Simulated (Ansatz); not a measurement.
# Al2⁺, doublet: the ladder up to full CI

Geometry: that of the Al2, singlet, kept fixed.

```xyz
2

Al    0.0000    0.0000    0.0000
Al    0.0000    0.0000    3.0310
```

Basis cc-pVDZ; Ansatz 0.2.0. Only valence electrons are correlated (noble-gas cores frozen), which leaves 5 electrons in 26 orbitals. Prefix R: restricted or restricted open-shell reference; prefix U: unrestricted. Active spaces: valence = (5e, 8o) chosen from the atoms' valence shells.

Full CI is exact within this basis and frozen core; it isn't the basis-set limit. The frozen core follows each run's orbitals, which can shift R against U totals by a few meV.

For open shells CISD and CISDTQ are restricted-active-space CI with the open shells as a complete middle space.

* UHF ⟨S²⟩: 0.813
* T1 diagnostic (RCCSD): 0.0329
* largest doubles amplitude (RCCSD): 0.093
* T1 diagnostic (UCCSD): 0.0261

| level | E − E(RHF) (eV) |
| --- | --- |
| UHF | -0.2123 |
| RMP2 | -1.8428 |
| UMP2 | -1.8240 |
| RCCSD | -2.6300 |
| UCCSD | -2.6382 |
| RCCSD(T) | -2.6897 |
| UCCSD(T) | -2.6901 |

Problem. Estimate how far full CI in cc-pVDZ lies from RCCSD(T). The table doesn't fix it; the size of (T) and the diagnostics are the guide.

Solution. Full CI in cc-pVDZ lies 0.86 mEh below RCCSD(T), which is 39 % of the (T) step (-2.20 mEh). T1 is raised, and the rest is a large part of (T).

The other levels:

```csv
level,E − E(full CI) (mEh),share of correlation (%),wall time
CISD,7.94,92.04,0.9 s
BCCD(T),0.88,99.12,1.4 s
RCCSDT,0.10,99.90,–
UCCSDT,0.09,99.91,–
CISDTQ,0.13,99.87,2.5 s
RCCSDT(Q),0.02,99.98,3.5 s
UCCSDT(Q),0.02,99.98,3.3 s
CASSCF (valence space),35.58,64.31,–
NEVPT2 (valence space),10.50,89.47,1.3 s
MRCISD (valence space),1.04,98.96,–
MRCISD+Q (valence space),-0.37,100.37,2 s
```

The correlation energy at full CI, counted from RHF, is -2.713 eV. That run took 3.6 s on 1 thread of Arm Neoverse V1, shared host over 106,028 determinants.

Times hold each run's SCF and search for its determinant on a shared host, so for small cases they say little of a method's own cost; they ran on 1 thread of Arm Neoverse V1.

More than 5 meV below full CI, which no variational method can be: MRCISD+Q (valence space).

The full-CI state has the irrep Ag of D2h, in the program's axes (one component, if the state is degenerate).

Natural occupations of full CI about the gap: 1.905 1.863 0.973 0.046 0.046 0.039 0.039 0.038 0.011 0.010; effectively unpaired electrons, Σ n²(2−n)², 1.13.
